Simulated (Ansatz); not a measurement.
Two shapes of singlet CH₅N.

Shape 1:

```xyz
7

C     0.0000    0.0315   -0.6953
N     0.0000    0.0705    0.7510
H     0.0000   -0.9776   -1.1599
H    -0.8819    0.5659   -1.0833
H     0.8819    0.5659   -1.0833
H    -0.8127   -0.4182    1.1206
H     0.8127   -0.4182    1.1206
```

Shape 2:

```xyz
7

C    -0.0485    0.0438   -0.6948
N    -0.0261    0.0459    0.7161
H     0.0226   -1.0219   -1.1546
H    -0.9165    0.5319   -1.0954
H     0.8374    0.5599   -1.0614
H    -0.8398   -0.4023    1.1596
H     0.8589   -0.4363    1.1266
```

Basis set: cc-pVDZ (spherical functions). Correlated methods keep 2 orbitals frozen. Charge 0, multiplicity 1.

Computed with Ansatz (development build ahead of 0.2.0); each method stands on the lowest determinant of its kind that the runs found.

Q: Which shape is lower in energy, and by how much in each method?

A:

```csv
method,E(2) − E(1) (eV)
RHF,0.274
RHF-MP2,0.239
```

Shape 1 is lower.
